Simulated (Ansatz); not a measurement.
# O2 (singlet): the correlation ladder at distance O1–O2 = 1.326 Å, 6-31G

Aim: climb from Hartree-Fock through coupled cluster and multireference methods for O2 (singlet) at one geometry and basis, and see what each rung misses.

Computed with Ansatz 0.2.0, Gaussian basis. Level: 6-31G, core rule «outside noble gas», up to 2 orbitals frozen.

Plan: UHF; CCSD(T) on RHF; CCSD(T) on UHF; BCCD(T) on RHF; CISD; CCSDT(Q) on RHF; CCSDT(Q) on UHF; CISDTQ; CCSDTQ on RHF; CCSDTQ on UHF; CASSCF and MRCISD+Q, 2 electrons in 2 orbitals; CASSCF and NEVPT2, 2 electrons in 2 orbitals; CASSCF and MRCISD+Q, 12 electrons in 8 orbitals; CASSCF and NEVPT2, 12 electrons in 8 orbitals; Full CI.

43 further runs of the same task are left out: 10 for a known fault of the program, 26 that didn't finish, 7 set aside as unsound or not needed.

**1. The system**

The geometry derives from a PBE0/def2-TZVP stationary point (not a proven minimum). One bond is set to the value named and the two fragments are kept rigid.

2 atoms, charge 0, spin multiplicity 1.

Atoms are counted from 1 here; the program's logs count them from 0.

Bond lengths: O1–O2 1.326 Å.

**2. UHF**

Input file in.yaml:

```yaml
crystal:
  periodic: [false, false, false]
  atoms:
    - {symbol: O, position_ang: [0.000000, 0.000000, 0.000000]}
    - {symbol: O, position_ang: [0.000000, 0.000000, 1.326000]}
basis:
  gaussian: {orbitals: 6-31G}
magnetization: {spin_polarized: true, initial_magnetization: 0}
hamiltonian: {xc: hf}
output: {orbitals: {seedname: orbitals}}
```

Command:

```
$ ansatz run in.yaml --threads 1 --pin off --events-out ev --progress --plain --max-ram 2393MiB
```

Further steps of the session: CCSD(T) on RHF; CCSD(T) on UHF; BCCD(T) on RHF; CISD; CCSDT(Q) on RHF; CCSDT(Q) on UHF; CISDTQ; CCSDTQ on RHF; CCSDTQ on UHF; CASSCF and MRCISD+Q, 2 electrons in 2 orbitals; CASSCF and NEVPT2, 2 electrons in 2 orbitals; CASSCF and MRCISD+Q, 12 electrons in 8 orbitals; CASSCF and NEVPT2, 12 electrons in 8 orbitals; Full CI.

Q: Predict the results of all the runs planned. Wanted: FCI from the RHF energy; RMP2 from FCI; RCCSD from FCI; RCCSD(T) from FCI; RCCSDT(Q) from FCI; NEVPT2 valence from FCI; MRCISD+Q valence from FCI; T1 diagnostic; effectively unpaired electrons.

The runs gave:

| quantity | value |
| --- | --- |
| FCI from the RHF energy | -8.5523 eV |
| RMP2 from FCI | +1.97 kcal/mol |
| RCCSD from FCI | +14.21 kcal/mol |
| RCCSD(T) from FCI | +6.27 kcal/mol |
| RCCSDT(Q) from FCI | -0.55 kcal/mol |
| NEVPT2 valence from FCI | +16.77 kcal/mol |
| MRCISD+Q valence from FCI | +1.26 kcal/mol |
| levels within 1 kcal/mol (43 meV) | RCCSDT(Q), RCCSDTQ |
| T1 diagnostic | 0.016 |
| effectively unpaired electrons | 2.08 |

**Reading.** RCCSD(T) lands +6.27 kcal/mol from the yardstick (3.2 % of the correlation energy). RCCSDT(Q) falls below full CI, which methods that aren't variational can do. With 2.1 effectively unpaired electrons against 0 the state is strongly multireference. Of the multireference levels listed MRCISD+Q valence comes nearest in total energy (+1.26 kcal/mol), which doesn't show that its space is the better one. These misses are within one basis, not against nature.

The restricted and unrestricted ladders end 1.10 eV apart at CCSDT(Q), so they describe two states, and rows of one don't measure the error of the other.

Huber and Herzberg's tables give the ground state of this molecule as 3Σg-; the runs here treat another spin state.
